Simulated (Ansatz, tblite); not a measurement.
**The cluster InGaN2: charged states by level of theory**

What does removing or adding an electron cost or gain for the cluster InGaN2? Each charged state is run at several levels.

Computed with Ansatz 0.2.0, Gaussian basis. Level: as each input shows.

Levels to be run: charge +1 doublet, at the geometry of the singlet (PBE0-D4/def2-TZVP, PBE-D4/def2-TZVP, r2SCAN-D4/def2-TZVP); charge -1 doublet, at the geometry of the singlet (PBE0-D4/def2-TZVPD, PBE-D4/def2-TZVPD, r2SCAN-D4/def2-TZVPD); the starting singlet's energies come from earlier runs.

1 further run of the same task is left out (set aside as unsound or not needed).

**1. The geometry**

The singlet was relaxed beforehand with PBE-D4/def2-SVP. At that level it is the lowest of the isomers that a small search found.

4 atoms, charge 0, spin multiplicity 1.

Atoms are counted from 1 here; the program's logs count them from 0.

Bond lengths: Ga1–N3 2.190 Å, Ga1–N4 2.190 Å, In2–N3 2.446 Å, In2–N4 2.446 Å, N3–N4 1.236 Å. Angles: N3–Ga1–N4 32.8°, N3–In2–N4 29.3°, Ga1–N3–In2 149.0°, Ga1–N3–N4 73.6°, In2–N3–N4 75.4°, Ga1–N4–In2 149.0°, Ga1–N4–N3 73.6°, In2–N4–N3 75.4°.

In takes a core potential in the def2 sets. No spin-orbit coupling is included.

**2. Charge +1 doublet at the fixed geometry, first pass, PBE0-D4/def2-SVP**

Input file in.yaml:

```yaml
crystal:
  periodic: [false, false, false]
  atoms:
    - {symbol: Ga, position_ang: [-0.000983, 2.162090, -0.153095]}
    - {symbol: In, position_ang: [0.001039, -2.294604, 0.162481]}
    - {symbol: N, position_ang: [-0.597996, 0.054900, -0.161239]}
    - {symbol: N, position_ang: [0.597949, 0.077614, 0.151853]}
basis:
  gaussian: {orbitals: def2-SVP}
total_charge: 1
magnetization: {spin_polarized: true, initial_magnetization: 1}
hamiltonian: {xc: pbe0, dispersion: d4}
output: {orbitals: {seedname: orbitals}}
```

Launch:

```console
ansatz run in.yaml --threads 2 --pin off --events-out ev --progress --plain --max-ram 4352MiB
```

Standard output:

```text
Functional definition: PBE0
  name "PBE0"
  cite "Adamo & Barone, J. Chem. Phys. 110, 6158 (1999) doi:10.1063/1.478522"
  cite "Perdew, Burke & Ernzerhof, Phys. Rev. Lett. 77, 3865 (1996) doi:10.1103/PhysRevLett.77.3865"
  parent pbe
  parameter a = 0.25
  parameter kappa = 0.804
  parameter beta = 0.06672455060314922
  exchange = (1 - a)*pbe_x(kappa = kappa, mu = beta*pi^2/3) + a*exact_x
  correlation = pbe_c(beta = beta)
942 factors; integrals over basis functions are off by at most 1.0e-3 eV
mean field evaluation 1: about -60430.4169 eV, gradient 9.7e1 eV
mean field evaluation 2: about -59907.5544 eV, gradient 1.8e2 eV
mean field evaluation 4: about -60504.8984 eV, gradient 8.6e0 eV
mean field evaluation 8: about -60505.4385 eV, gradient 2.5e-1 eV
mean field evaluation 16: about -60505.5245 eV, gradient 2.2e-4 eV
mean field -60505.52446383 eV, -2223.5370119282 hartree, gradient 1.8e-5 eV, S^2 0.754450; 0 other end points of the search recorded, 0 dependent functions left out
reference -60505.52449562 eV, -2223.5370130964 hartree; 33, 32 occupied and 53, 54 virtual orbitals, 942 factors
Total energy: -60505.63620372 eV, -2223.5411182937 hartree
```

Run time: 2 s. Hardware: 2 threads of Intel Xeon Platinum 8488C, shared host.

HOMO -11.55 eV, LUMO -8.01 eV (over both spins); ⟨S²⟩ 0.754 (pure: 0.75).

**3. Charge +1 doublet at the fixed geometry, PBE0-D4/def2-TZVP**

start.molden holds the orbitals of an earlier run on this state, given as this run's starting guess.

Edit in.yaml of step 2 so:

```diff
@@ -8,3 +8,3 @@
 basis:
-  gaussian: {orbitals: def2-SVP}
+  gaussian: {orbitals: def2-TZVP, initial_orbitals: start.molden}
 total_charge: 1
@@ -12,2 +12,3 @@
 hamiltonian: {xc: pbe0, dispersion: d4}
+scf: {omitted_lower_state_checks: [starts]}
 output: {orbitals: {seedname: orbitals}}
```

Same command.

Standard output:

```text
Functional definition: PBE0
  name "PBE0"
  cite "Adamo & Barone, J. Chem. Phys. 110, 6158 (1999) doi:10.1063/1.478522"
  cite "Perdew, Burke & Ernzerhof, Phys. Rev. Lett. 77, 3865 (1996) doi:10.1103/PhysRevLett.77.3865"
  parent pbe
  parameter a = 0.25
  parameter kappa = 0.804
  parameter beta = 0.06672455060314922
  exchange = (1 - a)*pbe_x(kappa = kappa, mu = beta*pi^2/3) + a*exact_x
  correlation = pbe_c(beta = beta)
these checks for a lower state are left out or cut short: starts
1204 factors; their error is unknown
mean field evaluation 1: about -60513.6700 eV, gradient 9.6e1 eV
mean field evaluation 2: about -60515.6274 eV, gradient 2.3e0 eV
mean field evaluation 4: about -60515.9065 eV, gradient 2.5e-1 eV
mean field evaluation 8: about -60515.9066 eV, gradient 1.1e-5 eV
mean field -60515.90660764 eV, -2223.9185486761 hartree, gradient 1.1e-5 eV, S^2 0.754926; 0 other end points of the search recorded, 0 dependent functions left out
reference -60515.90663619 eV, -2223.9185497254 hartree; 33, 32 occupied and 127, 128 virtual orbitals, 1204 factors
Total energy: -60516.01834430 eV, -2223.9226549226 hartree
Checks for a lower state left out: starts
```

It took 4.6 s on 2 threads of Intel Xeon Platinum 8488C, shared host.

HOMO -11.41 eV, LUMO -7.88 eV (over both spins); ⟨S²⟩ 0.755 (pure: 0.75).

**4. Charge +1 doublet at the fixed geometry, PBE-D4/def2-TZVP**

Edit in.yaml of step 3 so:

```diff
@@ -11,3 +11,3 @@
 magnetization: {spin_polarized: true, initial_magnetization: 1}
-hamiltonian: {xc: pbe0, dispersion: d4}
+hamiltonian: {xc: pbe, dispersion: d4}
 scf: {omitted_lower_state_checks: [starts]}
```

Launched as before.

Standard output:

```text
Functional definition: PBE
  name "PBE"
  cite "Perdew, Burke & Ernzerhof, Phys. Rev. Lett. 77, 3865 (1996) doi:10.1103/PhysRevLett.77.3865"
  parent pbe
  parameter kappa = 0.804
  parameter beta = 0.06672455060314922
  exchange = pbe_x(kappa = kappa, mu = beta*pi^2/3)
  correlation = pbe_c(beta = beta)
these checks for a lower state are left out or cut short: starts
1066 factors; their error is unknown
mean field evaluation 1: about -60515.3005 eV, gradient 7.4e0 eV
mean field evaluation 2: about -60515.4235 eV, gradient 1.5e-1 eV
mean field evaluation 4: about -60515.4064 eV, gradient 1.6e-3 eV
mean field -60515.40637604 eV, -2223.9001655037 hartree, gradient 1.1e-5 eV, S^2 0.752409; 0 other end points of the search recorded, 0 dependent functions left out
reference -60515.40641585 eV, -2223.9001669669 hartree; 33, 32 occupied and 127, 128 virtual orbitals, 1066 factors
Total energy: -60515.53747559 eV, -2223.9049833235 hartree
Checks for a lower state left out: starts
```

Wall time 2.8 s (2 threads of Intel Xeon Platinum 8488C, shared host).

Report: HOMO -10.09 eV, LUMO -9.03 eV (over both spins); ⟨S²⟩ 0.752 (pure: 0.75).

**5. Charge +1 doublet at the fixed geometry, r2SCAN-D4/def2-TZVP**

Edit in.yaml of step 4 so:

```diff
@@ -11,3 +11,3 @@
 magnetization: {spin_polarized: true, initial_magnetization: 1}
-hamiltonian: {xc: pbe, dispersion: d4}
+hamiltonian: {xc: r2scan, dispersion: d4}
 scf: {omitted_lower_state_checks: [starts]}
```

Same command.

Standard output:

```text
Functional definition: r2SCAN
  name "r2SCAN"
  cite "Furness, Kaplan, Ning, Perdew & Sun, J. Phys. Chem. Lett. 11, 8208 (2020) doi:10.1021/acs.jpclett.0c02405"
  cite "Furness, Kaplan, Ning, Perdew & Sun, J. Phys. Chem. Lett. 11, 9248 (2020) doi:10.1021/acs.jpclett.0c03077"
  parent r2scan
  parameter k0 = 0.174
  parameter k1 = 0.065
  parameter a1 = 4.9479
  exchange = r2scan_x(k0 = k0, k1 = k1, a1 = a1)
  correlation = r2scan_c
these checks for a lower state are left out or cut short: starts
1066 factors; their error is unknown
mean field evaluation 1: about -60526.0859 eV, gradient 4.8e0 eV
mean field evaluation 2: about -60526.1376 eV, gradient 7.1e-2 eV
mean field evaluation 4: about -60526.1225 eV, gradient 2.9e-4 eV
mean field -60526.12247348 eV, -2224.2939748209 hartree, gradient 2.4e-5 eV, S^2 0.755339; 0 other end points of the search recorded, 0 dependent functions left out
reference -60526.12248860 eV, -2224.2939753766 hartree; 33, 32 occupied and 127, 128 virtual orbitals, 1066 factors
Total energy: -60526.14852244 eV, -2224.2949321025 hartree
Checks for a lower state left out: starts
```

Run time: 5 s. Hardware: 2 threads of Intel Xeon Platinum 8488C, shared host.

HOMO -10.49 eV, LUMO -8.81 eV (over both spins); ⟨S²⟩ 0.755 (pure: 0.75).

**6. Vertical ionisation energy**

Charged state less starting state, singlet to doublet; the starting state's energies are those of its earlier runs.

```csv
level,vertical ionisation energy (eV),time
PBE-D4/def2-TZVP,+6.34,4.2 s
r2SCAN-D4/def2-TZVP,+6.32,7.9 s
PBE0-D4/def2-TZVP,+6.18,6.9 s
```

Times add the two runs; a level without a time comes out of a correlated run.

Beside −ε(HOMO) of the starting state:

```csv
level,−ε(HOMO) (eV),by difference (eV),mismatch (eV)
PBE-D4/def2-TZVP,3.74,6.34,-2.60
r2SCAN-D4/def2-TZVP,3.91,6.32,-2.41
PBE0-D4/def2-TZVP,4.56,6.18,-1.63
```

**7. Charge -1 doublet at the fixed geometry, first pass, PBE0-D4/def2-SVP**

Edit in.yaml of step 5 so:

```diff
@@ -8,7 +8,6 @@
 basis:
-  gaussian: {orbitals: def2-TZVP, initial_orbitals: start.molden}
-total_charge: 1
+  gaussian: {orbitals: def2-SVP}
+total_charge: -1
 magnetization: {spin_polarized: true, initial_magnetization: 1}
-hamiltonian: {xc: r2scan, dispersion: d4}
-scf: {omitted_lower_state_checks: [starts]}
+hamiltonian: {xc: pbe0, dispersion: d4}
 output: {orbitals: {seedname: orbitals}}
```

Launched as before.

Standard output (excerpt; [...] marks lines left out):

```text
Functional definition: PBE0
  name "PBE0"
  cite "Adamo & Barone, J. Chem. Phys. 110, 6158 (1999) doi:10.1063/1.478522"
  cite "Perdew, Burke & Ernzerhof, Phys. Rev. Lett. 77, 3865 (1996) doi:10.1103/PhysRevLett.77.3865"
  parent pbe
[...]
942 factors; integrals over basis functions are off by at most 1.0e-3 eV
[...]
mean field -60512.00035268 eV, -2223.7749964539 hartree, gradient 4.7e-6 eV, S^2 0.754400; 8 other end points of the search recorded, 0 dependent functions left out
reference -60512.00037796 eV, -2223.7749973832 hartree; 34, 33 occupied and 52, 53 virtual orbitals, 942 factors
Total energy: -60512.13049653 eV, -2223.7797791521 hartree
```

Wall time 6.5 s (2 threads of Intel Xeon Platinum 8488C, shared host).

Report: HOMO 1.27 eV, LUMO 2.50 eV (over both spins); ⟨S²⟩ 0.754 (pure: 0.75). Doubts: highest occupied level lies above zero.

**8. Charge -1 doublet at the fixed geometry, PBE0-D4/def2-TZVPD**

Edit in.yaml of step 7 so:

```diff
@@ -8,3 +8,3 @@
 basis:
-  gaussian: {orbitals: def2-SVP}
+  gaussian: {orbitals: def2-TZVPD, initial_orbitals: start.molden}
 total_charge: -1
@@ -12,2 +12,3 @@
 hamiltonian: {xc: pbe0, dispersion: d4}
+scf: {omitted_lower_state_checks: [starts]}
 output: {orbitals: {seedname: orbitals}}
```

Same command.

Standard output:

```text
Functional definition: PBE0
  name "PBE0"
  cite "Adamo & Barone, J. Chem. Phys. 110, 6158 (1999) doi:10.1063/1.478522"
  cite "Perdew, Burke & Ernzerhof, Phys. Rev. Lett. 77, 3865 (1996) doi:10.1103/PhysRevLett.77.3865"
  parent pbe
  parameter a = 0.25
  parameter kappa = 0.804
  parameter beta = 0.06672455060314922
  exchange = (1 - a)*pbe_x(kappa = kappa, mu = beta*pi^2/3) + a*exact_x
  correlation = pbe_c(beta = beta)
these checks for a lower state are left out or cut short: starts
1295 factors; their error is unknown
mean field evaluation 1: about -60520.0669 eV, gradient 9.7e1 eV
mean field evaluation 2: about -60522.1028 eV, gradient 2.6e0 eV
mean field evaluation 4: about -60522.4203 eV, gradient 2.8e-1 eV
mean field evaluation 8: about -60522.4223 eV, gradient 2.3e-5 eV
mean field -60522.42231001 eV, -2224.1579963217 hartree, gradient 5.3e-6 eV, S^2 0.755046; 0 other end points of the search recorded, 0 dependent functions left out
reference -60522.42233923 eV, -2224.1579973953 hartree; 34, 33 occupied and 150, 151 virtual orbitals, 1295 factors
Total energy: -60522.55245779 eV, -2224.1627791642 hartree
Checks for a lower state left out: starts
```

Run time: 9.5 s. Hardware: 2 threads of Intel Xeon Platinum 8488C, shared host; peak memory 0.7 GiB.

HOMO 1.04 eV, LUMO 2.25 eV (over both spins); ⟨S²⟩ 0.755 (pure: 0.75). Doubts: highest occupied level lies above zero.

**9. Charge -1 doublet at the fixed geometry, PBE-D4/def2-TZVPD**

Edit in.yaml of step 8 so:

```diff
@@ -11,3 +11,3 @@
 magnetization: {spin_polarized: true, initial_magnetization: 1}
-hamiltonian: {xc: pbe0, dispersion: d4}
+hamiltonian: {xc: pbe, dispersion: d4}
 scf: {omitted_lower_state_checks: [starts]}
```

Same command.

Standard output:

```text
Functional definition: PBE
  name "PBE"
  cite "Perdew, Burke & Ernzerhof, Phys. Rev. Lett. 77, 3865 (1996) doi:10.1103/PhysRevLett.77.3865"
  parent pbe
  parameter kappa = 0.804
  parameter beta = 0.06672455060314922
  exchange = pbe_x(kappa = kappa, mu = beta*pi^2/3)
  correlation = pbe_c(beta = beta)
these checks for a lower state are left out or cut short: starts
1165 factors; their error is unknown
mean field evaluation 1: about -60521.9547 eV, gradient 7.5e0 eV
mean field evaluation 2: about -60522.1010 eV, gradient 2.3e-1 eV
mean field evaluation 4: about -60522.1241 eV, gradient 4.0e-1 eV
mean field evaluation 8: about -60522.1052 eV, gradient 4.7e-3 eV
mean field -60522.10523353 eV, -2224.1463439760 hartree, gradient 9.5e-6 eV, S^2 0.753282; 0 other end points of the search recorded, 0 dependent functions left out
reference -60522.10527235 eV, -2224.1463454024 hartree; 34, 33 occupied and 150, 151 virtual orbitals, 1165 factors
Total energy: -60522.25811987 eV, -2224.1519624453 hartree
Checks for a lower state left out: starts
```

Run time: 5.5 s. Hardware: 2 threads of Intel Xeon Platinum 8488C, shared host.

Report: HOMO 1.53 eV, LUMO 1.69 eV (over both spins); ⟨S²⟩ 0.753 (pure: 0.75). Doubts: highest occupied level lies above zero.

**10. Charge -1 doublet at the fixed geometry, r2SCAN-D4/def2-TZVPD**

Edit in.yaml of step 9 so:

```diff
@@ -11,3 +11,3 @@
 magnetization: {spin_polarized: true, initial_magnetization: 1}
-hamiltonian: {xc: pbe, dispersion: d4}
+hamiltonian: {xc: r2scan, dispersion: d4}
 scf: {omitted_lower_state_checks: [starts]}
```

The command is unchanged.

Standard output (excerpt; [...] marks lines left out):

```text
Functional definition: r2SCAN
  name "r2SCAN"
  cite "Furness, Kaplan, Ning, Perdew & Sun, J. Phys. Chem. Lett. 11, 8208 (2020) doi:10.1021/acs.jpclett.0c02405"
  cite "Furness, Kaplan, Ning, Perdew & Sun, J. Phys. Chem. Lett. 11, 9248 (2020) doi:10.1021/acs.jpclett.0c03077"
  parent r2scan
[...]
1165 factors; their error is unknown
[...]
mean field -60532.90499886 eV, -2224.5432280316 hartree, gradient 1.8e-6 eV, S^2 0.758281; 0 other end points of the search recorded, 0 dependent functions left out
reference -60532.90502632 eV, -2224.5432290405 hartree; 34, 33 occupied and 150, 151 virtual orbitals, 1165 factors
Total energy: -60532.93537894 eV, -2224.5443444789 hartree
Checks for a lower state left out: starts
```

It took 13 s on 2 threads of Intel Xeon Platinum 8488C, shared host.

Report: HOMO 1.40 eV, LUMO 1.67 eV (over both spins); ⟨S²⟩ 0.758 (pure: 0.75). Doubts: highest occupied level lies above zero.

**11. Vertical electron affinity**

Starting state less charged state (positive: the electron is bound), singlet to doublet; the starting state's energies are those of its earlier runs.

```csv
level,vertical electron affinity (eV),time
PBE-D4/def2-TZVPD,+0.36,7.8 s
r2SCAN-D4/def2-TZVPD,+0.44,17 s
PBE0-D4/def2-TZVPD,+0.33,13 s
```

Times add the two runs; a level without a time comes out of a correlated run.

Beside −ε(LUMO) of the starting state:

```csv
level,−ε(LUMO) (eV),by difference (eV),mismatch (eV)
PBE-D4/def2-TZVPD,2.30,0.36,+1.94
r2SCAN-D4/def2-TZVPD,2.13,0.44,+1.69
PBE0-D4/def2-TZVPD,1.63,0.33,+1.30
```

**12. Summary of results**

| quantity | value |
| --- | --- |
| vertical ionisation energy, functionals in def2-TZVP | 6.18 (PBE0-D4) to 6.34 eV (PBE-D4) |
| vertical electron affinity, functionals in def2-TZVPD | 0.33 (PBE0-D4) to 0.44 eV (r2SCAN-D4) |

What this shows: The vertical ionisation energy spans 6.18 to 6.34 eV over the functionals. −ε(HOMO) misses the level's own difference by -1.63 eV at best (PBE0-D4) and -2.60 eV at worst (PBE-D4). The vertical electron affinity spans 0.33 to 0.44 eV over the functionals. The anion's highest level lies above zero where self-interaction lifts it, so diffuse functions weigh on these values. −ε(LUMO) misses the level's own difference by +1.30 eV at best (PBE0-D4) and +1.94 eV at worst (PBE-D4).
